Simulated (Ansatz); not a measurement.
**Ta (Fm-3m, No. 225, 1 atom in the cell; start mp-6986; another form than the element's usual one)**

The numbers are results of PBEsol (Ansatz, a first-principles code, PAW), not measurements.

Settings: plane-wave cutoff 500 eV, 30×30×30 k mesh, Fermi–Dirac smearing 0.1 eV, scalar-relativistic PAW data made under PBE.

Cell (relaxed at this level):

Space group Fm-3m (No. 225); a = b = c = 4.177 Å, α = β = γ = 90.00°

```json
[
 {"atom": "Ta", "site": "4a", "symmetry": "m-3m", "x": "0.0000", "y": "0.0000", "z": "0.0000"}
]
```
(The calculation used a cell of 1 atom; values per cell refer to that cell.)

```json
{
  "band_gap": "zero (no gap)"
}
```

Note: the relaxation could not lower the start's symmetry, so the cell can be a saddle point above a distorted one.

Spin–orbit coupling is not included.

A start named mp-… is a Materials Project structure, which need not be a measured phase.
